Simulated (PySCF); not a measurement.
The vertical singlet excitations below were computed for one of the candidates. Method: TDDFT CAM-B3LYP/aug-cc-pVTZ, vertical, gas phase, core orbitals frozen in the response (PySCF). Geometries: PBE0-D3(BJ)/def2-TZVP, one conformer each.

```
state  ν̃ (cm⁻¹)       f              main configurations (H = HOMO, L = LUMO)
   S1      67040  0.0000  H-1/H→L+7 (≥20%), H-1/H→L+8 (≥20%), H-1/H→L+4 (≥20%)
   S2      68300   0.018                      H-1/H→L (≥75%), H-1/H→L+3 (≥11%)
   S3      68300   0.018                      H-1/H→L (≥75%), H-1/H→L+3 (≥11%)
   S4      68950  0.0000  H-1/H→L+4 (≥15%), H-1/H→L+5 (≥15%), H-1/H→L+7 (≥15%)
   S5      68950  0.0000  H-1/H→L+5 (≥15%), H-1/H→L+8 (≥15%), H-1/H→L+4 (≥15%)
   S6      79140   0.042                     H-1/H→L+1/L+2 (≥69%), H-2→L (15%)
   S7      79230   0.042                       H-1/H→L+3 (≥55%), H-1/H→L (≥8%)
   S8      79230   0.042  H-1/H→L+3 (≥54%), H-1/H→L+1/L+2 (≥8%), H-1/H→L (≥8%)
   S9      79400  0.0084                H-1/H→L+1/L+2 (≥42%), H-1/H→L+3 (≥24%)
  S10      79400  0.0087                H-1/H→L+1/L+2 (≥42%), H-1/H→L+3 (≥24%)
```

Triplets computed (Tamm–Dancoff): 7.30, 7.73, 7.73 eV.

Problem. Which structure fits? All have the formula CH3BO.
A. `O=BC`
B. `[BH3-]C#[O+]`
C. `C=BO`

Solution. A. Its S1, at 8.31 eV, is the highest among the candidates; the nearest of the others has S1 at 6.57 eV. S1 is HOMO-1/HOMO→LUMO+7 (≥20%), HOMO-1/HOMO→LUMO+8 (≥20%), HOMO-1/HOMO→LUMO+4 (≥20%). Löwdin shares by element: HOMO (one of a set within 0.03 eV) oxygen 68%, boron 23%, carbon 6%; LUMO hydrogen 86%, boron 10%. At the same level the other candidates give, for their lowest levels:
- `[BH3-]C#[O+]`: 6.57 eV (f 0.000); 6.82 eV (f 0.032 summed over 2 states); 8.39 eV (f 0.595); 8.60 eV (f 0.127 summed over 2 states); 8.70 eV (f 0.073 summed over 2 states); T1 5.92 eV; HOMO -11.00, LUMO -0.26 eV
- `C=BO`: 4.31 eV (f 0.000); 4.56 eV (f 0.037); 5.74 eV (f 0.038); 6.03 eV (f 0.000); 6.30 eV (f 0.004); T1 3.96 eV; HOMO -7.49, LUMO -0.19 eV

Orbitals of the list HOMO-3 to LUMO+2 that lie within 0.01 eV of each other are written together with a slash and their weights summed (≥ marks a lower bound); for degenerate orbitals outside that list single weights are arbitrary.
